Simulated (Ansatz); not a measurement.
# CF₂O: basis-set convergence

How large a basis does CF₂O need? Two functionals and correlated methods are run in growing sets.

Computed with Ansatz 0.2.0, Gaussian basis. Level: one geometry, several basis sets.

Levels to be run: PBE0-D4/def2-SVP; ωB97M-V/def2-SVP; PBE0-D4/def2-QZVPP; ωB97M-V/def2-QZVPP; CCSD(T)/cc-pV(D+d)Z; CCSD(T)/cc-pV(T+d)Z; CCSD(T)/cc-pV(Q+d)Z; the functionals' def2-TZVPP values are taken from earlier runs.

### 1 Structure used throughout

All runs share one geometry, relaxed beforehand with PBE0-D4 in a triple-zeta def2 set.

SMILES `O=C(F)F`, 4 atoms, charge 0, spin multiplicity 1.

Atoms are counted from 1 here; the program's logs count them from 0.

Bond lengths: O1–C2 1.169 Å, C2–F3 1.309 Å, C2–F4 1.309 Å. Angles: O1–C2–F3 126.1°, O1–C2–F4 126.1°, F3–C2–F4 107.8°.

As a file:

```mol
CF2O
  3D, bonds by distance, orders not assigned

  4  3  0  0  0  0  0  0  0  0999 V2000
   -1.2427   -0.1574    0.1539 O   0  0
   -0.0918   -0.0116    0.0114 C   0  0
    0.8455   -0.8266    0.4246 F   0  0
    0.4890    0.9956   -0.5899 F   0  0
  1  2  8  0
  2  3  8  0
  2  4  8  0
M  END
```

### 2 PBE0-D4 in def2-SVP

in.yaml

```yaml
crystal:
  periodic: [false, false, false]
  atoms:
    - {symbol: O, position_ang: [-1.242688, -0.157403, 0.153916]}
    - {symbol: C, position_ang: [-0.091841, -0.011635, 0.011375]}
    - {symbol: F, position_ang: [0.845499, -0.826578, 0.424621]}
    - {symbol: F, position_ang: [0.489030, 0.995616, -0.589913]}
basis:
  gaussian: {orbitals: def2-SVP}
hamiltonian: {xc: pbe0, dispersion: d4}
output: {orbitals: {seedname: orbitals}}
```

The run is started by

```console
$ ansatz run in.yaml --threads 4 --pin off --events-out ev --progress --plain --max-ram 10444MiB
```

The runs that follow: ωB97M-V in def2-SVP; PBE0-D4 in def2-QZVPP; ωB97M-V in def2-QZVPP; CCSD(T) in cc-pV(D+d)Z; CCSD(T) in cc-pV(T+d)Z; CCSD(T) in cc-pV(Q+d)Z.

**Question.** What will the summary of the whole plan be? Wanted: MP2 correlation recovered, cc-pV(D+d)Z; MP2 correlation recovered, cc-pV(T+d)Z; MP2 correlation recovered, cc-pV(Q+d)Z; CCSD(T) limit from def2 sets; PBE0-D4: double and triple zeta above quadruple; ωB97M-V: double and triple zeta above quadruple.

**Answer**, as computed:

```
                                                                 quantity           value
                                   MP2 correlation recovered, cc-pV(D+d)Z          67.3 %
                                   MP2 correlation recovered, cc-pV(T+d)Z          87.3 %
                                   MP2 correlation recovered, cc-pV(Q+d)Z          94.7 %
CCSD(T) limit from def2 sets (earlier runs) less the limit of this series          30 meV
                          PBE0-D4: double and triple zeta above quadruple  10.67, 0.43 eV
                          ωB97M-V: double and triple zeta above quadruple  10.87, 0.41 eV
```

In words: PBE0-D4 gains 10.24 eV from double to triple zeta, then 0.43 eV more. Correlation climbs from 67 % (cc-pV(D+d)Z) to 95 % (cc-pV(Q+d)Z) of the limit; Hartree-Fock is 0.204 eV from its own by then. A limit from the def2 sets, made apart, differs by 30 meV, a least measure of the doubt on such a limit. Total energies overstate the basis error of differences, where much of it tends to cancel.
